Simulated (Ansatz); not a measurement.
Geometry optimisation, RKS r2SCAN-D4/cc-pVDZ in Ansatz.

input.yaml

```yaml
crystal:
  periodic: [false, false, false]
  atoms:
    - { symbol: "N", position_ang: [-1.20236, -0.38693, -0.62602] }
    - { symbol: C, position_ang: [-0.22443, -0.06176, -0.10309] }
    - { symbol: "N", position_ang: [0.87459, 0.25679, 0.42161] }
    - { symbol: H, position_ang: [-2.11741, -0.58679, -0.9738] }
    - { symbol: H, position_ang: [1.30002, -0.31951, 1.14423] }
    - { symbol: H, position_ang: [1.36959, 1.09819, 0.13707] }
total_charge: 1
basis:
  gaussian: { orbitals: cc-pVDZ }
hamiltonian:
  xc: r2scan
  dispersion: d4
relax:
  f_tol: 0.02
  max_steps: 40
```

Command:

```bash
$ ansatz run input.yaml --threads 1 --pin off --max-ram 2048MiB --backend cpu --events-out ev --progress --plain --runs-dir out
```

Where does it end, and by what steps?

The forces met the threshold. Limits of this set-up: the dipole of an ion depends on the origin. After 14 steps the energy has fallen by 0.083 eV; N1 moved furthest, 0.22 Å.

```json
{"step": "0", "energy less start (eV)": "0.0000", "largest force component (eV/Å)": "1.462", "accepted": "yes"}
{"step": "1", "energy less start (eV)": "-0.0291", "largest force component (eV/Å)": "0.465", "accepted": "yes"}
{"step": "2", "energy less start (eV)": "-0.0319", "largest force component (eV/Å)": "0.146", "accepted": "yes"}
{"step": "3", "energy less start (eV)": "-0.0359", "largest force component (eV/Å)": "0.358", "accepted": "yes"}
{"step": "4", "energy less start (eV)": "-0.0401", "largest force component (eV/Å)": "0.189", "accepted": "yes"}
{"step": "5", "energy less start (eV)": "-0.0572", "largest force component (eV/Å)": "0.362", "accepted": "yes"}
{"step": "6", "energy less start (eV)": "-0.0570", "largest force component (eV/Å)": "0.517", "accepted": "no"}
{"step": "7", "energy less start (eV)": "-0.0626", "largest force component (eV/Å)": "0.149", "accepted": "yes"}
{"step": "8", "energy less start (eV)": "-0.0613", "largest force component (eV/Å)": "0.294", "accepted": "no"}
{"step": "9", "energy less start (eV)": "-0.0710", "largest force component (eV/Å)": "0.173", "accepted": "yes"}
{"step": "10", "energy less start (eV)": "-0.0806", "largest force component (eV/Å)": "0.191", "accepted": "yes"}
{"step": "11", "energy less start (eV)": "-0.0818", "largest force component (eV/Å)": "0.075", "accepted": "yes"}
{"step": "12", "energy less start (eV)": "-0.0824", "largest force component (eV/Å)": "0.083", "accepted": "yes"}
{"step": "13", "energy less start (eV)": "-0.0824", "largest force component (eV/Å)": "0.035", "accepted": "no"}
{"step": "14", "energy less start (eV)": "-0.0826", "largest force component (eV/Å)": "0.013", "accepted": "yes"}
```

```xyz
6
Properties=species:S:1:pos:R:3
N -1.117 -0.508 -0.792
C -0.217 -0.098 -0.155
N 0.869 0.255 0.419
H -2.138 -0.466 -0.803
H 1.265 -0.309 1.176
H 1.337 1.127 0.154
```

Whether the end is a true minimum wasn't checked by a vibrational analysis.

The run took 24 s on 1 thread of Arm Neoverse V2, with other jobs on the host, peak memory 0.11 GiB.
